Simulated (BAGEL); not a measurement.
# [NO2]− (nitrite): HF/6-31G(d) (density fitting with cc-pvqz-jkfit, spherical functions)

Aim: the vertical singlet–triplet gap of [NO2]− (nitrite) at HF/6-31G* (density fitting with cc-pvqz-jkfit, spherical functions), from 2 runs. 

The results are computed with BAGEL 1.2.2.

1 further run of the same task is left out (it didn't finish). Runs told in other sessions of the task aren't counted.

### 1 Starting point

[NO2]− has 3 atoms, charge -1, and is taken as a singlet. As SMILES, `O=N[O-]`. Geometry: relaxed at PBE0-D4/def2-TZVPD.

Bond lengths: O1–N2 1.245 Å, N2–O3 1.245 Å. Angles: O1–N2–O3 116.8°.

### 2 A single-point energy at HF/6-31G(d) (density fitting with cc-pvqz-jkfit, spherical functions)

Contents of calc.json:

```json
{ "bagel" : [

{
  "title" : "molecule",
  "basis" : "6-31gs.json",
  "df_basis" : "cc-pvqz-jkfit",
  "angstrom" : true,
  "geometry" : [
    { "atom" : "O", "xyz" : [       0.322840,       0.992650,       0.287620 ] },
    { "atom" : "N", "xyz" : [       0.325750,      -0.245400,       0.151990 ] },
    { "atom" : "O", "xyz" : [      -0.648590,      -0.747260,      -0.439610 ] }
  ]
},

{ "title" : "hf", "charge" : -1 },

{ "title" : "print", "file" : "orbitals.molden", "orbitals" : true }

]}
```

The basis set 6-31G* is read from a file made from the Basis Set Exchange's data (not shown).

Run with:

```
$ BAGEL_NUM_THREADS=1 BAGEL calc.json > calc.out
```

What it wrote:

```text
* using 1 threads per process

  ===============================================================
  ===============================================================

  *** Geometry ***

  { "atom" : "O", "xyz" : [      0.610079,      1.875837,      0.543523 ] },
  { "atom" : "N", "xyz" : [      0.615578,     -0.463739,      0.287219 ] },
  { "atom" : "O", "xyz" : [     -1.225657,     -1.412117,     -0.830743 ] },

  Number of auxiliary basis functions:      318

  Since a DF basis is specified, we compute 2- and 3-index integrals:
    o Being stored without compression. Storage requirement is 0.004 GB

  Number of basis functions:       42
  Number of electrons      :       23

    * METHOD: MOLECULE                             0.07

  *** RHF ***

  === Nuclear Repulsion ===
    63.5524637009

      * DIIS with orbital gradients will be used.

  === RHF iteration (6-31gs.json) ===
      0       -203.88867012          0.03265987           0.01
      1       -203.99423774          0.02414273           0.01
      2       -204.05994466          0.00277549           0.01
      3       -204.06145939          0.00091891           0.01
      4       -204.06173093          0.00024821           0.01
      5       -204.06175928          0.00008851           0.01
      6       -204.06176244          0.00001988           0.01
      7       -204.06176259          0.00000656           0.01
      8       -204.06176260          0.00000137           0.01
      9       -204.06176260          0.00000038           0.01
     10       -204.06176260          0.00000015           0.01
     11       -204.06176260          0.00000006           0.01
     12       -204.06176260          0.00000002           0.01
     13       -204.06176260          0.00000001           0.01
    * SCF iteration converged.

    * Permanent dipole moment:
           (   -0.185613,     0.139802,    -0.086607) a.u.

    * METHOD: HF                                   0.17

    * METHOD: PRINT                                0.01

  ===============================================================
```

Run time: 0.36 s. Hardware: 1 thread of Arm Neoverse V1, shared host.

### 3 The triplet, same level

Contents of hf.json:

```json
{ "bagel": [

{
  "title": "molecule",
  "basis": "6-31gs.json",
  "df_basis": "cc-pvqz-jkfit",
  "angstrom": true,
  "geometry": [
    { "atom": "O", "xyz": [       0.322840,       0.992650,       0.287620 ] },
    { "atom": "N", "xyz": [       0.325750,      -0.245400,       0.151990 ] },
    { "atom": "O", "xyz": [      -0.648590,      -0.747260,      -0.439610 ] }
  ]
},

{ "title": "uhf", "charge": -1, "nopen": 2 },

{ "title": "print", "file": "orbitals.molden", "orbitals": true }

]}
```

The basis set 6-31G* is read from a file made from the Basis Set Exchange's data (not shown).

Run with:

```
$ BAGEL_NUM_THREADS=1 BAGEL hf.json > hf.out
```

What it wrote:

```text
* using 1 threads per process

  ===============================================================
  ===============================================================

  *** Geometry ***

  { "atom" : "O", "xyz" : [      0.610079,      1.875837,      0.543523 ] },
  { "atom" : "N", "xyz" : [      0.615578,     -0.463739,      0.287219 ] },
  { "atom" : "O", "xyz" : [     -1.225657,     -1.412117,     -0.830743 ] },

  Number of auxiliary basis functions:      318

  Since a DF basis is specified, we compute 2- and 3-index integrals:
    o Being stored without compression. Storage requirement is 0.004 GB

  Number of basis functions:       42
  Number of electrons      :       23

    * METHOD: MOLECULE                             0.06

  *** Open-shell HF ***

  === Nuclear Repulsion ===
    63.5524637009

      * DIIS with orbital gradients will be used.

  === UHF iteration (6-31gs.json) ===
      0       -203.84467582          0.05370903           0.02
      1       -203.94764823          0.03688605           0.02
      2       -203.97421030          0.02652774           0.02
      3       -203.99580610          0.00162373           0.02
      4       -203.99637590          0.00081987           0.02
      5       -203.99660663          0.00026675           0.02
      6       -203.99664055          0.00005562           0.02
      7       -203.99664315          0.00002706           0.02
      8       -203.99664392          0.00000884           0.02
      9       -203.99664395          0.00000385           0.02
     10       -203.99664396          0.00000114           0.02
     11       -203.99664396          0.00000049           0.02
     12       -203.99664396          0.00000023           0.02
     13       -203.99664396          0.00000007           0.02
     14       -203.99664396          0.00000003           0.02
     15       -203.99664396          0.00000001           0.02
     16       -203.99664396          0.00000001           0.02
    * SCF iteration converged.

    * S^2 (UHF) is 2.0363

    * Permanent dipole moment:
           (   -0.299068,     0.225273,    -0.139543) a.u.

    * METHOD: UHF                                  0.35

    * METHOD: PRINT                                0.01

  ===============================================================
```

It took 0.54 s on 1 thread of Arm Neoverse V1, shared host.

### 4 Results

Level: HF/6-31G* (density fitting with cc-pvqz-jkfit, spherical functions).

```
                                                      quantity          value
                                         singlet: total energy  -204.06176 Eh
                                          singlet: HOMO energy       -3.30 eV
                                          singlet: LUMO energy       11.53 eV
singlet: HOMO–LUMO gap (to an unbound level, set by the basis)       14.84 eV
                                         triplet: total energy  -203.99664 Eh
                                                 triplet: ⟨S²⟩          2.036
              vertical energy of the triplet above the singlet       1.772 eV
```

At this shape the triplet lies 1.77 eV (171 kJ/mol) above the singlet.
